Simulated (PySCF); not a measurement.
Start geometry of `C=C=O` from GFN2-xTB (Å):
```
atom  x, y, z in Å
C1    -0.501    0.015    0.150
C2     0.731   -0.020   -0.227
O3     1.841   -0.053   -0.566
H4    -1.111   -0.866    0.135
H5    -0.951    0.927    0.490
```

Problem. What comes out of this run: PySCF 2.14.0, PBE0-D3(BJ)/def2-SVP geometry optimisation, gas phase?

Solution. 
```
atom  x, y, z in Å
C1    -0.524   -0.042    0.215
C2     0.731   -0.073   -0.177
O3     1.838   -0.099   -0.524
H4    -1.117   -0.956    0.191
H5    -0.956    0.898    0.560
```

The energy falls by 0.040 eV over 3 energy and gradient evaluations, the largest force component goes from 0.0323 to 3.1e-04 Eh/bohr, and the atoms move by 0.022 Å rms after alignment. The bond that changes most is C1=C2 (outer carbon of cumulated double bonds to central carbon of a ketene), which lengthens by 0.026 Å. Bonds longer at the end by more than 0.005 Å: 3 of 4; shorter: 0. Among the angles that change most is H4–C1–H5, from 117.7° to 121.0°. Rotational constants go from 298038, 10451, 10097 to 278633, 10277, 9911 MHz. The orientation of the end geometry is arbitrary; only internal coordinates are fixed.

The run used 52 basis functions and 20 SCF cycles in all. The run took 2.0 s of wall time on one thread, Arm Neoverse V1 (aarch64), shared host with 32 logical CPUs at a one-minute load of 16, and the process peaked at 0.26 GiB of memory.

PBE0-D3(BJ)/def2-SVP frequencies: not computed here.
